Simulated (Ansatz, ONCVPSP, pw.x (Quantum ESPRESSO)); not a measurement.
## What a changed setting does to a pw.x run (bcc N)

Potential: optimised norm-conserving Vanderbilt (ONCV), ONCVPSP 4.0.1.1 (patched build), LDA (Perdew-Wang 92); core [He], reference 2s2 2p3; waves: 2s: rc 0.80 bohr, ncon 4, nbas 8, qcut 8.6 1/bohr, 2 projectors, debl 1.5 Ha; 2p: rc 1.75 bohr, ncon 4, nbas 7, qcut 8.3 1/bohr, 2 projectors, debl 2.8 Ha; local part: polynomial inside 0.70 bohr (lpopt 5, dvloc0 6 Ha); core correction: Teter function fitted to the true core (icmod 2), fcfact 0.65.

The reference run (k-mesh 18³, cutoffs 90/360 Ry, Fermi–Dirac 0.01 Ry, mixing_beta 0.4, conv_thr 1e-9, no spin) gives 0.30 GPa at 6.702 Å³/atom, where all-electron LAPW gives -0.11 GPa. This run, with its own iteration cap, changes ecutrho/ecutwfc to 6.

```
&control
  calculation='scf', prefix='x', pseudo_dir='./', outdir='./tmp', tstress=.true., disk_io='none'
/
&system
  ibrav=0, nat=1, ntyp=1, ecutwfc=90, ecutrho=540, nbnd=9,
  occupations='smearing', smearing='fd', degauss=0.01
/
&electrons
  conv_thr=1e-09, mixing_beta=0.4, electron_maxstep=70
/
ATOMIC_SPECIES
N 1.0 N.UPF
CELL_PARAMETERS angstrom
  -1.18772203 1.18772203 1.18772203
  1.18772203 -1.18772203 1.18772203
  1.18772203 1.18772203 -1.18772203
ATOMIC_POSITIONS crystal
N 0.0000 0.0000 0.0000
K_POINTS automatic
18 18 18 0 0 0
```

```bash
pw.x < N.scf.in > N.scf.out
```

Question: How does the run end?

Answer: It converges in 5 iterations; the free energy moves by +0.0 meV/atom and the pressure by +0.00 GPa. The result is that of the reference run.

```
Message from routine setup:
     using ibrav=0 with symmetry is DISCOURAGED, use correct ibrav instead
     lattice parameter (alat)  =       3.8875  a.u.
     unit-cell volume          =      45.2273 (a.u.)^3
     number of electrons       =         5.00
     number of Kohn-Sham states=            9
     kinetic-energy cutoff     =      90.0000  Ry
     charge density cutoff     =     540.0000  Ry
     scf convergence threshold =      1.0E-09
     Exchange-correlation= SLA  PW   NOGX NOGC
     number of k points=   195  Fermi-Dirac smearing, width (Ry)=  0.0100
     iteration #  1     ecut=    90.00 Ry     beta= 0.40
     total energy              =     -20.78559187 Ry
     estimated scf accuracy    <       0.00049997 Ry
     iteration #  2     ecut=    90.00 Ry     beta= 0.40
     total energy              =     -20.78560967 Ry
     estimated scf accuracy    <       0.00016180 Ry
     iteration #  3     ecut=    90.00 Ry     beta= 0.40
     total energy              =     -20.78561531 Ry
     estimated scf accuracy    <       0.00000428 Ry
     iteration #  4     ecut=    90.00 Ry     beta= 0.40
     total energy              =     -20.78561565 Ry
     estimated scf accuracy    <          3.0E-09 Ry
     iteration #  5     ecut=    90.00 Ry     beta= 0.40
     the Fermi energy is     9.9843 ev
!    total energy              =     -20.78561566 Ry
     estimated scf accuracy    <          4.5E-10 Ry
     smearing contrib. (-TS)   =      -0.00224005 Ry
     The total energy is F=E-TS. E is the sum of the following terms:
     one-electron contribution =       4.15070030 Ry
     hartree contribution      =       1.44964979 Ry
     xc contribution           =      -6.11594251 Ry
     ewald contribution        =     -20.26778318 Ry
     convergence has been achieved in   5 iterations
          total   stress  (Ry/bohr**3)                   (kbar)     P=        3.03
     Message from routine punch:
     Nothing written, as per user request (disk_io='none')
```

The run took about 16 s on one core of a shared host (Neoverse-N1, 64 threads, 124 GiB, load 52).
